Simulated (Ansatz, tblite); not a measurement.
**SiH2MeF (CH₅FSi): removing an electron**

One table from this session's results is given with a row withheld; the runs are named, their logs left out.

The runs use Ansatz 0.2.0, Gaussian basis; as each input shows.

Levels to be run: charge +1 doublet, at the geometry of the singlet (PBE0-D4/def2-TZVP, PBE-D4/def2-TZVP, r2SCAN-D4/def2-TZVP, CCSD(T)/def2-TZVPP); the starting singlet's energies come from earlier runs.

## The geometry

The geometry is that of the singlet, from an earlier relaxation (PBE-D4/def2-TZVP).

8 atoms, charge 0, spin multiplicity 1.

Atoms are counted from 1 here; the program's logs count them from 0.

Bond lengths: Si1–H2 1.495 Å, Si1–H3 1.495 Å, Si1–C4 1.865 Å, Si1–F8 1.623 Å, C4–H5 1.101 Å, C4–H6 1.100 Å, C4–H7 1.099 Å. Angles: H2–Si1–H3 109.7°, H2–Si1–C4 111.5°, H2–Si1–F8 107.3°, H3–Si1–C4 111.6°, H3–Si1–F8 107.3°, C4–Si1–F8 109.3°, Si1–C4–H5 110.1°, Si1–C4–H6 110.9°, Si1–C4–H7 111.1°, H5–C4–H6 108.1°, H5–C4–H7 108.1°, H6–C4–H7 108.4°.

The first run:

The input, in.yaml:

```yaml
crystal:
  periodic: [false, false, false]
  atoms:
    - {symbol: Si, position_ang: [0.430287, -0.694525, 0.310760]}
    - {symbol: H, position_ang: [0.414741, -0.747092, 1.805049]}
    - {symbol: H, position_ang: [1.840981, -0.756075, -0.181192]}
    - {symbol: C, position_ang: [-0.453771, 0.817096, -0.329412]}
    - {symbol: H, position_ang: [0.026729, 1.729147, 0.056659]}
    - {symbol: H, position_ang: [-1.504975, 0.822201, -0.006745]}
    - {symbol: H, position_ang: [-0.427416, 0.854854, -1.427856]}
    - {symbol: F, position_ang: [-0.326577, -2.025595, -0.227274]}
basis:
  gaussian: {orbitals: def2-TZVP}
total_charge: 1
magnetization: {spin_polarized: true, initial_magnetization: 1}
hamiltonian: {xc: pbe0, dispersion: d4}
output: {orbitals: {seedname: orbitals}}
```

Started as:

```console
$ ansatz run in.yaml --threads 2 --pin off --events-out ev --progress --plain --max-ram 32768MiB --backend cpu
```

Steps of the session up to this table: Charge +1 doublet at the fixed geometry, PBE0-D4/def2-TZVP; Charge +1 doublet at the fixed geometry, PBE-D4/def2-TZVP; Charge +1 doublet at the fixed geometry, r2SCAN-D4/def2-TZVP; Charge +1 doublet at the fixed geometry, CCSD(T)/def2-TZVPP.

One table of the session follows, with a row left open; its other results are not shown here.

It belongs to the step «Vertical ionisation energy». 

```
             method  vertical ionisation energy (eV)
      HF/def2-TZVPP                            11.08
   PBE-D4/def2-TZVP                            11.25
r2SCAN-D4/def2-TZVP                                ?
  PBE0-D4/def2-TZVP                            11.58
     MP2/def2-TZVPP                            11.99
    CCSD/def2-TZVPP                            11.86
 CCSD(T)/def2-TZVPP                            11.86
```

Estimate the missing values for r2SCAN-D4/def2-TZVP.

**Answer.** vertical ionisation energy (eV): 11.40. In the column «vertical ionisation energy (eV)» it lies between PBE-D4/def2-TZVP (11.25) and PBE0-D4/def2-TZVP (11.58).
